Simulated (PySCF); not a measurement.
## Spin states of PN

Unrestricted PBE0; PySCF, no relativity, basis sets P 6-311G(d,p), N 6-311G(d,p). Outer shells of the fragments: P 3s2 3p3; N 2s2 2p3.

Followed along the bond (rough minima from three points):

```tsv
2Ms+1	unpaired	⟨S²⟩ at the start	R at minimum (Å)	Te (eV)
1	none	0.29	1.49	0.00
3	π ↑↑	2.05	1.64	3.25
5	π ↑↑↑↑	6.01	none in the scan	≤ 4.75
```

Solutions found at the starting distance of 1.720 Å, counted from the lowest of them; the search is not exhaustive and high or unbound solutions are not listed, so other states can lie among these:

| 2Ms+1 | unpaired | term | E (eV) | ⟨S²⟩ | ⟨Lz²⟩ | μ (D) |
| --- | --- | --- | --- | --- | --- | --- |
| 1 | none | ¹Σ⁺ | 0.00 | 0.29 | 0.00 | -2.42 |
| 3 | π ↑↑ | mixed | 2.07 | 2.05 | 2.01 | -1.82 |
| 3 | π ↑↑ | mixed | 2.84 | 2.01 | 2.00 | -1.89 |
| 1 | π ↑↓ | mixed | 3.08 | 1.01 | 2.03 | -1.97 |
| 3 | σ ↑, π ↑ | ³Π | 3.11 | 2.14 | 1.03 | -1.52 |
| 1 | σ ↓, π ↑ | mixed | 3.47 | 1.15 | 1.03 | -1.77 |
| 5 | π ↑↑↑↑ | ⁵Σ⁺ | 3.84 | 6.01 | 0.00 | -0.66 |
| 5 | σ ↑, π ↑↑↑ | ⁵Π | 4.72 | 6.01 | 1.00 | -0.79 |
| 1 | π ↑↑↓↓ | mixed | 4.89 | 2.01 | 4.02 | -0.66 |
| 3 | σ ↑, π ↑↑↓ | mixed | 5.54 | 3.01 | 3.02 | -0.88 |
| 1 | σ ↓, π ↑↑↓ | mixed | 5.88 | 2.02 | 3.02 | -0.93 |
| 3 | σ ↑, π ↑ | ³Π | 6.80 | 2.02 | 1.01 | -0.64 |
| 3 | σ ↑↑ | ³Σ⁺ | 7.14 | 2.25 | 0.00 | -0.45 |
| 5 | σ ↑, π ↑↑↑ | ⁵Π | 8.48 | 6.00 | 1.00 | 0.39 |

A term symbol is given only where ⟨S²⟩ and ⟨Lz²⟩ are close to those of a pure state; real π, δ and φ orbitals otherwise mix terms. A positive dipole means P(−)N(+).

Task: Compare the gap between the two lowest followed solutions at the starting distance with the gap between their minima.

Result: At PBE0 the second solution (triplet, unpaired electrons π ↑↑) lies +2.07 eV from the first (singlet, closed shell) at 1.720 Å and +3.25 eV at the minima; the two curves relax by different amounts, since their minima lie near 1.64 and 1.49 Å.

The measured ground state is X ¹Σ+ (Huber and Herzberg, Constants of Diatomic Molecules (1979)).

Counting both spins, an empty level lies below a filled one in some of these solutions, because spin and occupation are held.
